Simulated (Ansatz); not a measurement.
Reaction (hydrogenolysis of a C–F bond): `C=C(F)CS` + H₂ → `C=CCS` + H–F

Isolated molecules relaxed with PBE0-D4/def2-TZVP in Ansatz; ΔE leaves out vibrations. CCSD(T)/CBS adds triple-zeta CCSD(T) − MP2 to the extrapolated MP2 energy (def2 sets, frozen cores). This one scheme is used for every species. Functionals use def2-TZVPP. HSE06 is defined as in plane-wave codes. One conformer a species, not always the lowest.

CCSD(T)/CBS gives -0.90 eV.

Question: Another level gave -0.79 eV. Which?
A. HF/def2-TZVPP
B. HSE06/def2-TZVPP
C. r2SCAN/def2-TZVPP
D. CAM-B3LYP-D4/def2-TZVPP

Answer: B. HSE06 -0.79, r2SCAN -0.67, HF/def2-TZVPP -0.89, CAM-B3LYP-D4 -0.72 eV.

Largest T1 diagnostic among the species: 0.011.

At CCSD(T), def2-SVP lies +0.18 eV from the extrapolated value and def2-TZVPP +0.04 eV. From r2SCAN to r2SCAN0 (25 % exact exchange), in def2-TZVPP and without D4, ΔE moves by −0.09 eV.
